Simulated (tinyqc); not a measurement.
The basis set: RHF and MP2 along a ladder of basis sets, for CH3+, spin multiplicity 1. Computed by the program tinyqc with PySCF. 

Geometry (angstrom):

| atom | x | y | z |
|---|---|---|---|
| C | 0.0000 | 0.0000 | 0.0820 |
| H | 1.0280 | 0.0000 | 0.0000 |
| H | -0.5140 | 0.8910 | 0.0000 |
| H | -0.5140 | -0.8910 | 0.0000 |

Same geometry throughout; the dipole is taken about the origin.

RHF and frozen-core MP2 in a ladder of bases:

| basis | functions | E(RHF) (hartree) | E(MP2 corr) (hartree) | HOMO (eV) | LUMO (eV) | dipole (debye) |
|---|---|---|---|---|---|---|
| sto-3g | 8 | -38.755363 | -0.037246 | -27.2579 | -7.2002 | 0.2966 |
| 3-21g | 15 | -39.001515 | -0.064579 | -26.6968 | -7.9607 | 0.2682 |
| 6-31g | 15 | -39.208486 | -0.062017 | -26.6018 | -7.8640 | 0.2693 |
| 6-31g** | 29 | -39.228009 | -0.107759 | -26.6034 | -7.7924 | 0.2811 |
| cc-pvdz | 29 | -39.225193 | -0.103226 | -26.5721 | -7.8372 | 0.2975 |
| aug-cc-pvdz | 50 | -39.226258 | -0.106192 | -26.5697 | -7.9378 | 0.2939 |
| cc-pvtz | 72 | -39.239725 | -0.130685 | -26.5983 | -7.8928 | 0.2895 |

From cc-pVDZ to cc-pVTZ the RHF energy falls by 14.5 mhartree and the correlation energy by 27.5. If valence correlation converges as X^-3, (27 E(T) - 8 E(D))/19 gives -0.1422 hartree, a rough estimate from such small X that usually falls short; STO-3G holds about 26 % of it. Beyond STO-3G the LUMO moves by 0.2 eV and the HOMO by 0.1 eV.
